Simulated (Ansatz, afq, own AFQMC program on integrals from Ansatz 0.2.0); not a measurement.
**CH4 + CN, doublet in cc-pVDZ along one coordinate**

```tsv
atom	x (Å)	y (Å)	z (Å)
C	-1.9427	0.0000	0.0000
H	-2.3059	1.0273	0.0000
H	-2.3059	-0.5137	0.8897
H	-2.3059	-0.5137	-0.8897
H	-0.8531	0.0000	0.0000
N	1.7334	0.0000	0.0000
C	0.5733	0.0000	0.0000
```

A hydrogen atom is moved from one rigid fragment to the other; the C1–H5 distance tells how far. The two fragments are held close together, so this isn't a minimum-energy path and the start is a compressed complex. Energies in kcal/mol count from this geometry (1.090 Å) at the same level; the start stands on ROHF, each point on the determinant named.

Basis cc-pVDZ. Noble-gas cores (and the filled d shells of Ga–Kr and In–Xe) are frozen. Ansatz 0.2.0 and our own AFQMC program on the same integrals; the CISD trial comes from CCSD amplitudes, and released means the phaseless constraint is let go. ± is one standard error of the sampling.

Cautions, each for one point or more: a spin-contaminated unrestricted determinant lies lower; higher spins were not checked; unrestricted determinant spin contaminated.

| r(C1–H5) / Å | det. | T1 | weight | ⟨S²⟩ | PBE | PBE0 | CCSD(T) |
| --- | --- | --- | --- | --- | --- | --- | --- |
| 1.186 | ROHF | 0.024 | 0.82 | pure | -3.7 | -3.9 | -3.3 |
| 1.234 | ROHF | 0.024 | 0.82 | pure | -4.5 | -5.0 | -4.3 |
| 1.282 | ROHF | 0.024 | 0.82 | pure | -5.0 | -5.9 | -5.3 |
| 1.330 | ROHF | 0.022 | 0.83 | pure | -5.1 | -6.6 | -6.1 |
| 1.426 | UHF | 0.029 | 0.82 | 0.86 | -3.4 | -6.2 | -6.2 |

Q: Estimate the curve of CCSDT(Q), counted from the same start.

A: 
```
r(C1–H5) / Å  det.     T1  weight  ⟨S²⟩  CCSDT(Q)  ph-AFQMC/CISD
       1.186  ROHF  0.024    0.82  pure      -3.2     -3.3 ± 0.2
       1.234  ROHF  0.024    0.82  pure      -4.2     -5.0 ± 0.3
       1.282  ROHF  0.024    0.82  pure      -5.2     -5.8 ± 0.3
       1.330  ROHF  0.022    0.83  pure      -6.0     -6.3 ± 0.3
       1.426   UHF  0.029    0.82  0.86      -6.2     -6.9 ± 0.3
```

Weight is that of the determinant in the CISD state; at the start T1 is 0.025 and the weight 0.82. Largest departures from CCSDT(Q), at the points where its series has closed: CCSD(T) -0.1 kcal/mol at 1.330 (on ROHF), ph-AFQMC/CISD -0.8 kcal/mol at 1.234 (on ROHF), PBE 2.8 kcal/mol at 1.426, PBE0 -0.8 kcal/mol at 1.234. Functionals count only at points shown to share the start's state and spin. In this small basis the wave-function levels are far from their limit, so their gap to the functionals isn't the functionals' error. In total energy ph-AFQMC/CISD lies 40 ± 7 meV above CCSDT(Q) at the start, so its agreement along the curve rests in part on cancellation.

A walk keeps the symmetry of its determinant, which the program's search chose and which needn't be the lowest solution, so a lower state of the same spin and another symmetry isn't excluded.
